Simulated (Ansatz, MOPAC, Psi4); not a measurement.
Process, species as SMILES: C=O (CH2O) [formaldehyde] -> O=[CH-] + H+

Property: gas-phase deprotonation energy (enthalpy at 298 K), in kcal/mol. Terms: no spin-orbit coupling; dispersion terms only where a functional's name holds one; frozen cores in correlated levels; non-relativistic; 6-311+G** with 5d; 6-31G* and kin with 6d, 5d where marked. First-principles rows: single points at B3LYP-D3(BJ) geometries (Ansatz, a first-principles code), with unscaled harmonic terms from B3LYP/6-31G* at its own minima. Semi-empirical rows: MOPAC heats of formation at their own minima for 298 K, the proton's as measured. Sets without +, aug- or the D of def2-TZVPD hold no diffuse functions, which anions need.

| level | program | gas-phase deprotonation energy (enthalpy at 298 K) (kcal/mol) |
|---|---|---|
| MNDO | MOPAC | 403.5 |
| HF/STO-3G | Ansatz | 512.7 |
| PBE/6-31G* | Ansatz | 412.8 |
| B3LYP/STO-3G | Ansatz | 507.4 |
| B3LYP/6-31G* | Ansatz | 413.9 |
| B3LYP/6-31G** | Ansatz | 414.7 |
| PBE0/6-31G* | Ansatz | 413.6 |
| wB97X-D/6-31G* | Psi4 | 413.7 |
| wB97X-D/6-311+G** | Psi4 | 394.6 |
| MP2/6-311+G** | Ansatz | 397.0 |
| PBE/def2-TZVPD | Ansatz | 391.2 |
| B3LYP-D3(BJ)/def2-TZVPD | Ansatz + dftd3 | 394.0 |

No value to compare with is used here. The 10 habitual levels span 394.6 (wB97X-D/6-311+G**) to 512.7 kcal/mol (HF/STO-3G); PBE/def2-TZVPD gives 391.2.

The levels are drawn from those run, B3LYP/6-31G* more often than the rest, none by its result; runs whose electronic state is in doubt are left out.
